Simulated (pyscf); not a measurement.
H₃C–C:–Cl (SMILES C[C]Cl) [singlet] → H₂C=CH–Cl (SMILES C=CCl), a hydrogen shift (singlet surface; C–H broken, C–H formed). Structures and frequencies: ωB97X-D3(BJ)/def2-SVP in PySCF. MP2 and CC: frozen core, UHF for open shells. ΔMP2 is the change of the MP2 total energy from the triple- to the quadruple-zeta basis. Energies in kJ/mol from the reactant's lowest minimum found.

Small-basis levels: PySCF, no dispersion term, spherical d functions. AM1 to PM7: differences of heats of formation from MOPAC, which are fitted to 298 K values and so differ in kind from electronic energies by zero-point and thermal terms. GFN2-xTB: tblite. Cost: rough CPU time at the saddle relative to B3LYP/6-31G*, from one job on a shared machine.

```
level                             barrier  reaction energy        cost
--------------------------------  -------  ---------------  ----------
HF/STO-3G                           175.1           -210.8        0.06
B3LYP/STO-3G                            …           -263.4         0.6
B3LYP/3-21G                             …           -270.9         0.8
B3LYP/6-311+G**                      56.5           -240.2           2
GFN2-xTB                             80.0           -205.9  under 0.02
AM1                                 116.4           -229.2  under 0.02
PM7                                 168.2           -170.0  under 0.02
CCSD(T)/def2-TZVPP + ΔMP2(QZVPP)        …           -240.3           –
```

**Question.** Complete the blanks.

**Answer.** 
- B3LYP/STO-3G, barrier: 123.0
- B3LYP/3-21G, barrier: 73.7
- CCSD(T)/def2-TZVPP + ΔMP2(QZVPP), barrier: 57.5

Against the last row the barrier runs from -1.1 (B3LYP/6-311+G**) to +117.6 kJ/mol (HF/STO-3G). CCSD(T)/def2-TZVPP + ΔMP2(QZVPP) has limits of its own. This is the saddle that the search found; another between the same sides may lie lower. A restricted singlet here is unstable towards spin polarisation, as is usual where a triplet lies low; its energy is less safe. The CCSD(T) − MP2 part came from Ansatz, without density fitting, on the same reference.
